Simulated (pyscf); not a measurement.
silylamine (H₂N–SiH₃) + silane (SiH₄) → ammonia (NH₃) + disilane (H₃Si–SiH₃), a four-centre exchange (singlet surface; N–Si, H–Si broken, H–N, Si–Si formed). Optimised with ωB97X-D3(BJ)/def2-SVP in PySCF. Correlated levels are frozen-core, on RHF or UHF. ΔMP2 is the change of the MP2 total energy from the triple- to the quadruple-zeta basis. Energies in kcal/mol from the separated reactants.

Small-basis levels: PySCF, no dispersion term, spherical d functions. AM1 to PM7: differences of heats of formation from MOPAC, which are fitted to 298 K values and so differ in kind from electronic energies by zero-point and thermal terms. Cost: rough CPU time at the saddle relative to B3LYP/6-31G*, from one job on a shared machine.

| level | barrier | reaction energy | cost |
|---|---|---|---|
| HF/STO-3G | 97.4 | +3.7 | 0.03 |
| HF/6-31G* | 67.3 | +12.6 | 0.06 |
| MP2/6-31G* | 54.3 | +10.8 | 0.09 |
| SVWN5/6-31G* | 28.3 | +6.7 | 0.8 |
| BP86/6-31G* | ___ | +6.7 | 1 |
| PBE/6-31G* | 38.2 | +5.6 | 1 |
| B3LYP/6-31G* | 49.1 | +9.4 | 1 |
| B3LYP/def2-SVP | 48.2 | +10.4 | 1 |
| AM1 | 50.0 | +20.8 | under 0.02 |
| PM3 | 23.6 | +6.8 | under 0.02 |
| PM6 | 47.6 | +16.9 | under 0.02 |
| PM7 | ___ | +13.4 | under 0.02 |
| CCSD(T)/def2-TZVPP + ΔMP2(QZVPP) | ___ | +9.4 | – |

What belongs in the gaps?


- BP86/6-31G*, barrier: 41.4
- PM7, barrier: 69.1
- CCSD(T)/def2-TZVPP + ΔMP2(QZVPP), barrier: 50.2

Against the last row the barrier runs from -26.6 (PM3) to +47.3 kcal/mol (HF/STO-3G); AM1 happens to lie closest here (0.2 kcal/mol apart). CCSD(T)/def2-TZVPP + ΔMP2(QZVPP) has limits of its own. The same reactants have a lower exit, to H₂N–SiH₃ + SiH₄ (barrier +28.2 kcal/mol at ωB97M-D3(BJ)/def2-TZVP, against +48.2 kcal/mol here). One saddle was located; it need not be the lowest between these sides. The CCSD(T) − MP2 part came from Ansatz, without density fitting, on the same reference.
